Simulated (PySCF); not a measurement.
Molecular orbitals of PF⁺

B2PLYP at R = 1.513 Å; P def2-TZVPPD, F def2-TZVPPD; no relativity (PySCF 2.14). State: ²Π (doublet), unpaired electrons π ↑. Only the outer orbitals are listed, counted within each symmetry.

```json
{"spin": "α", "orbital": "5σ", "occ.": "1", "ε (eV)": "-47.40", "on P (%)": "13", "main shells (%)": "85 F s"}
{"spin": "α", "orbital": "6σ", "occ.": "1", "ε (eV)": "-28.63", "on P (%)": "49", "main shells (%)": "48 P s, 43 F p"}
{"spin": "α", "orbital": "2π", "occ.": "1", "ε (eV)": "-24.82", "on P (%)": "12", "main shells (%)": "88 F p, 9 P p"}
{"spin": "α", "orbital": "2π", "occ.": "1", "ε (eV)": "-24.21", "on P (%)": "11", "main shells (%)": "89 F p"}
{"spin": "α", "orbital": "7σ", "occ.": "1", "ε (eV)": "-22.94", "on P (%)": "67", "main shells (%)": "43 P s, 31 F p, 21 P p"}
{"spin": "α", "orbital": "3π", "occ.": "1", "ε (eV)": "-16.48", "on P (%)": "93", "main shells (%)": "92 P p"}
{"spin": "α", "orbital": "3π", "occ.": "0", "ε (eV)": "-10.91", "on P (%)": "95", "main shells (%)": "94 P p"}
{"spin": "α", "orbital": "8σ", "occ.": "0", "ε (eV)": "-6.59", "on P (%)": "102", "main shells (%)": "75 P p, 20 P d"}
{"spin": "β", "orbital": "5σ", "occ.": "1", "ε (eV)": "-47.14", "on P (%)": "13", "main shells (%)": "85 F s"}
{"spin": "β", "orbital": "6σ", "occ.": "1", "ε (eV)": "-27.88", "on P (%)": "39", "main shells (%)": "53 F p, 36 P s, 8 F s"}
{"spin": "β", "orbital": "2π", "occ.": "1", "ε (eV)": "-24.15", "on P (%)": "10", "main shells (%)": "89 F p"}
{"spin": "β", "orbital": "2π", "occ.": "1", "ε (eV)": "-23.83", "on P (%)": "9", "main shells (%)": "91 F p"}
{"spin": "β", "orbital": "7σ", "occ.": "1", "ε (eV)": "-21.84", "on P (%)": "79", "main shells (%)": "56 P s, 21 P p, 21 F p"}
{"spin": "β", "orbital": "3π", "occ.": "0", "ε (eV)": "-10.57", "on P (%)": "95", "main shells (%)": "94 P p"}
{"spin": "β", "orbital": "3π", "occ.": "0", "ε (eV)": "-9.28", "on P (%)": "95", "main shells (%)": "94 P p"}
{"spin": "β", "orbital": "8σ", "occ.": "0", "ε (eV)": "-6.24", "on P (%)": "101", "main shells (%)": "71 P p, 20 P d, 10 P s"}
```

Q: Which are the highest filled and the lowest empty level, where do they sit, and how wide is the gap?

A: Highest filled α 3π at -16.48 eV (in %: 92 P p); lowest empty α 3π at -10.91 eV (in %: 94 P p); the gap at B2PLYP is 5.57 eV. Both belong to one degenerate shell, split only by its one-sided filling, so this is no excitation gap.

| Quantity | Value |
| --- | --- |
| bond order (Mayer) | 1.26 |
| ⟨S²⟩ | 0.759 |
| charge on P (Mulliken, basis-dependent) | 1.04 |
| charge on P (Löwdin, basis-dependent) | 1.31 |
| dipole moment (positive dipole points towards F; it is taken about the centre of mass and depends on that origin) | -2.80 D |

Shares are Mulliken populations and can fall outside 0 to 100 %.

Correlated steps freeze 6 core orbitals. B2PLYP dipoles, levels and charges come from its SCF part alone. The state was picked by a PBE0 search and need not be the measured ground state.
